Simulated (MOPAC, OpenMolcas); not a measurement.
**How methods differ on CH5NSi (SMILES C[Si]N)**

CH5NSi: 8 atoms, total charge 0, spin state singlet. SMILES: `C[Si]N`. The coordinates come from a PBE0-D4/def2-TZVP relaxation. This is one conformer, not always the lowest.

Quantity: the HOMO–LUMO gap, in eV. The values are calculated.

| level | kind | program | value (eV) | CPU time |
| --- | --- | --- | --- | --- |
| PM3 | semi-empirical | MOPAC | 6.94 | under 2 s |
| HF/def2-SVPD | Hartree–Fock | OpenMolcas | 10.60 | 27 s |
| SVWN5/def2-SVPD | LDA | OpenMolcas | 2.98 | 49 s |
| revPBE/def2-SVPD | GGA | OpenMolcas | 3.09 | 55 s |
| M06-L/def2-SVPD | meta-GGA | OpenMolcas | 3.41 | 83 s |
| B3LYP/def2-SVPD | global hybrid | OpenMolcas | 4.60 | 62 s |
| PBE0/def2-SVPD | global hybrid | OpenMolcas | 4.95 | 61 s |
| B2PLYP/def2-SVPD | double hybrid | OpenMolcas | 7.09 | 58 s |

The values span 2.98 to 10.60 eV. Orbital gaps aren't excitation energies, and those of double hybrids come from the SCF part alone; they tend to grow with the share of exact exchange. CPU times are rough (shared hosts, several kinds of processor and program).
